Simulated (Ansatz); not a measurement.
A nudged elastic band was laid between two geometries of BClH2 + FH (6 atoms, charge 0, multiplicity 1).

Method: RKS BHLYP-D4/6-31G* (Ansatz).

* movable images: 7
* climbing image: yes
* spring: 5.0 eV/Å²
* optimiser: quadratic models (default)
* start path: through a guess of the saddle point
* force threshold: 0.05 eV/Å
* iteration limit: 60
* end points: relaxed

First end point:

```xyz
6
Properties=species:S:1:pos:R:3
B -0.001 0.168 0.124
Cl -0.015 0.668 1.835
H 1.039 0.183 -0.430
H -1.043 0.113 -0.425
F 0.070 -1.935 0.524
H 0.070 -1.927 1.453
```

Last end point:

```xyz
6
Properties=species:S:1:pos:R:3
B 0.011 -0.217 -0.796
Cl 0.034 -0.832 3.672
H 1.050 0.079 -1.283
H -1.050 0.015 -1.270
F 0.037 -0.857 0.361
H 0.037 -0.917 2.397
```

(1) Which bonds break or form, and what moves?

(2) Give the energies along the band, and the barrier.

(3) What is the geometry of the highest image?

(4) What are the harmonic wavenumbers there?

Answers

(1) Bonds broken: B1–Cl2, F5–H6. Bonds formed: B1–F5, Cl2–H6. BClH2 + FH becomes BFH2 + ClH.

(2) The forces met the threshold. The highest image is number 2 of 0 to 8, 0.60 eV above the first end and 1.23 eV above the last; the last end lies 0.63 eV below the first. A vibrational analysis at the climbing image gives one clearly imaginary mode, 1197i cm⁻¹: a first-order saddle point. The orbitals stay closed-shell, which can raise the energy where a bond breaks towards radicals; this wasn't checked here.

| image | path coordinate (Å) | energy (eV) | B1–Cl2 (Å) | F5–H6 (Å) | B1–F5 (Å) |
| --- | --- | --- | --- | --- | --- |
| 0 | 0.00 | 0.00 | 1.78 | 0.93 | 2.14 |
| 1 | 0.50 | 0.12 | 1.85 | 0.95 | 1.79 |
| 2 | 1.00 | 0.60 | 2.06 | 1.18 | 1.52 |
| 3 | 1.53 | -0.25 | 2.48 | 1.73 | 1.36 |
| 4 | 2.07 | -0.57 | 2.95 | 2.20 | 1.33 |
| 5 | 2.60 | -0.61 | 3.42 | 2.25 | 1.32 |
| 6 | 3.14 | -0.62 | 3.84 | 2.10 | 1.32 |
| 7 | 3.67 | -0.63 | 4.22 | 2.04 | 1.32 |
| 8 | 4.21 | -0.63 | 4.51 | 2.04 | 1.32 |

(3) 
```xyz
6
Properties=species:S:1:pos:R:3
B 0.012 -0.221 0.005
Cl 0.001 0.207 2.021
H 1.043 0.141 -0.430
H -1.044 0.072 -0.425
F 0.061 -1.686 0.409
H 0.047 -1.242 1.501
```

(4) 1197i, 450, 530, 700, 810, 868, 976, 1192, 1278, 1612, 2755, 2880 cm⁻¹.

The run took 2.7 min on 1 thread of Arm Neoverse V1, on a shared host, peak memory 0.1 GiB.
